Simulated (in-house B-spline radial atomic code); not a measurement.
Kr. Computed with a B-spline radial atomic code. Model: non-relativistic spherical atom: semilocal Troullier-Martins pseudo-atom, one channel per l, against all electrons, high spin, G0W0 and RPA with empty states to l = 8, local potential for every l without a channel, a model core (radius 0 = none) keeps its share of the functional.

What the tables leave out is listed at the end.

The pseudopotential gives back the lowest level of each angular momentum of its own functional in the configuration it was made in; a second state of the same l is only approximately right. Exact exchange, RPA and GW see the smooth pseudo-orbitals and miss the exchange with the core, for which the functional's share stands in. The column with an uncorrelated core keeps all orbitals and exact exchange, and so separates missing core correlation from pseudisation. Only the three outermost levels and the lowest empty one were computed. RPA here is direct RPA, with no exchange kernel, and its energies carry an (l + 1/2)⁻⁴ tail. A hybrid on a potential with a model core restores only its own semilocal share of the core's exchange.

Command:
```bash
python run_psgw.py task.json out
```
Settings (lengths in bohr, energies in hartree):
```
Z                      36
electrons              36
configuration          [Ar] 3d10 4s2 4p6
generated_in           [Ar] 3d10 4s2 4p6
functional             pbe,pbe
core_shells            5
radius_factor          0.8
core_correction        False
```

Cost of the run: 13 s on 1 thread of Intel(R) Xeon(R) 6975P-C (Granite Rapids), on a shared host.

Given: made with PBE; model core radius 0 bohr; local radius 1.017 bohr; mean-field start PBE.

Valence shells of the generating configuration: 3d, 4s, 4p.

Channel: s 1.098, p 1.242, d 0.977 (radii in bohr).

Computed: largest level miss in the spin-unpolarised generating configuration 0.001 eV; valence RPA correlation energy all-electron orbitals -1.1055 hartree; valence RPA correlation energy pseudo -1.4082 hartree; pseudo-atom RPA polarisability 15.826 bohr³.

```json
{"level": "4p", "occupied": "1", "mean-field all-electron (eV)": "-9.2828", "mean-field pseudo minus all (eV)": "0.001", "G0W0 all-electron (eV)": "-13.963", "G0W0 uncorrelated core minus all (eV)": "-0.038", "G0W0 pseudo minus all (eV)": "-0.375", "exchange self-energy all-electron (eV)": "-21.499", "exchange self-energy pseudo (eV)": "-20.185"}
```

What is the all-electron RPA polarisability, core included?

15.894 bohr³.

Given: mean-field start PBE0.

Computed: valence RPA correlation energy pseudo -1.361 hartree; all-electron RPA polarisability, core included 13.848 bohr³; pseudo-atom RPA polarisability 13.555 bohr³.

```
level  occupied  mean-field all-electron (eV)  mean-field pseudo minus all (eV)  G0W0 all-electron (eV)  G0W0 uncorrelated core minus all (eV)  G0W0 pseudo minus all (eV)  exchange self-energy all-electron (eV)  exchange self-energy pseudo (eV)
   4p         1                       -10.773                            -0.049                 -14.231                                 -0.037                      -0.319                                 -21.493                           -20.404
```

What is the valence RPA correlation energy all-electron orbitals?

-1.0572 hartree.

Given: mean-field start Hartree-Fock.

Computed: valence RPA correlation energy all-electron orbitals -0.94053 hartree; all-electron RPA polarisability, core included 10.71 bohr³; pseudo-atom RPA polarisability 9.9083 bohr³.

| level | occupied | mean-field all-electron (eV) | mean-field pseudo minus all (eV) | G0W0 all-electron (eV) | G0W0 uncorrelated core minus all (eV) | G0W0 pseudo minus all (eV) | exchange self-energy all-electron (eV) | exchange self-energy pseudo (eV) |
| --- | --- | --- | --- | --- | --- | --- | --- | --- |
| 4p | 1 | -14.264 | -0.326 | -14.682 | -0.029 | -0.019 | -21.262 | -20.875 |
| 4s | 1 | -31.373 | 0.129 | -28.752 | -0.032 | -0.09 | -28.727 | -27.13 |

What is the valence RPA correlation energy pseudo?

-1.2452 hartree.

Among the listed levels the largest G0W0 shift of the pseudo-atom is -0.38 eV, for 4p on the PBE start, while leaving the core uncorrelated moves that level by -0.04 eV. So pseudisation and the lost core exchange, not the missing core correlation, make the error. Not in the tables (levels of low weight, unsolved or above zero; the highest and the empty levels are kept at any weight): on PBE the G0W0 levels 4s (pseudo minus all -0.07 eV, weights 0.10 and 0.13), 3d (pseudo minus all +7.47 eV, weights 0.67 and 0.03); on PBE0 the G0W0 levels 4s (pseudo minus all +0.70 eV, weights 0.20 and 0.17), 3d (pseudo minus all +8.11 eV, weights 0.64 and 0.69); on Hartree-Fock the G0W0 levels 3d (pseudo minus all +9.51 eV, weights 0.62 and 0.66).
